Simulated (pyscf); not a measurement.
H₃C–SiH₂⁺ + hydrogen (H₂) -> SiH₃⁺ + methane (CH₄), a four-centre exchange (singlet surface; C–Si, H–H broken, H–Si, C–H formed). Optimised with ωB97X-D3(BJ)/def2-SVP in PySCF. Energies in kJ/mol from the separated reactants.

Small-basis levels: PySCF, no dispersion term, spherical d functions. 

In single points HF/6-31G* puts the saddle at 160.6 kJ/mol and the reaction energy at +1.4 kJ/mol. Should these be trusted to within a few kcal/mol? Compare with ωB97M-D3(BJ)/def2-TZVP.

ωB97M-D3(BJ)/def2-TZVP gives ΔE‡ = 67.7 kJ/mol and ΔE = +40.4 kJ/mol. HF/6-31G* lies 92.9 kJ/mol over it in the barrier and 39.0 kJ/mol under it in the reaction energy, so on this step it does not hold to within 12.6 kJ/mol. ωB97M-D3(BJ)/def2-TZVP has limits of its own. On the reactant side the descent ends in a bound adduct, 47.9 kJ/mol under the separated species and 114.6 kJ/mol under the saddle at ωB97X-D3(BJ)/def2-TZVP. On the product side the descent ends in an adduct with a C–Si contact, 99.2 kJ/mol under the separated species and 121.4 kJ/mol under the saddle at ωB97X-D3(BJ)/def2-TZVP. What is counted as broken (C–Si) persists as a longer contact in the product adduct; parting that adduct is a step of its own. At the saddle there is also a short H–Si contact that neither side keeps. One saddle was located; it need not be the lowest between these sides.
